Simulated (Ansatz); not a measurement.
## Si–GeH3⁺, triplet: the ladder up to UCCSDT(Q)

Geometry: that of the Si–GeH3, doublet, kept fixed.

```xyz
5

Si    0.0063    0.0000    1.7815
Ge    0.0015    0.0000   -0.6387
H    -1.5105    0.0000   -0.9813
H     0.6125    1.2449   -1.3153
H     0.6125   -1.2449   -1.3153
```

Basis cc-pVTZ; Ansatz 0.2.0. Correlated methods freeze the noble-gas cores and the filled d shells of p-block atoms, which leaves 10 electrons in 100 orbitals. Prefix R: restricted or restricted open-shell reference; prefix U: unrestricted. Active spaces: valence = (10e, 11o) chosen from the atoms' valence shells. No spin–orbit coupling is included, and no scalar relativity.

Full CI isn't at hand for all of this; UCCSDT(Q) serves as the reference, and is uncertain by about the last step of the cluster series. The frozen core follows each run's orbitals, which can shift R against U totals by a few meV for light atoms and by up to 0.1 eV past Ca.

```
UHF ⟨S²⟩                          : 2.017
T1 diagnostic (RCCSD)             : 0.0294
largest doubles amplitude (RCCSD) : 0.065
T1 diagnostic (UCCSD)             : 0.0217
```

Problem. From what is known of these methods and the diagnostics, rank them by the size of their error in total energy against UCCSDT(Q) in cc-pVTZ, smallest first (an estimate: the text doesn't fix the numbers).
A. UHF
B. UMP2
C. UCCSDT
D. UCCSD(T)
E. UCCSD

Solution. C (0.19 kcal/mol), D (1.14 kcal/mol), E (5.60 kcal/mol), B (30.10 kcal/mol), A (135.76 kcal/mol).

All errors are against UCCSDT(Q) in cc-pVTZ. Within each family the higher level lies nearer, as is usual though not guaranteed.

Natural occupations of CASSCF (valence space) about the gap: 1.982 1.966 1.965 1.950 1.000 1.000 0.036 0.036 0.025 0.022; effectively unpaired electrons, Σ n²(2−n)², 2.04.
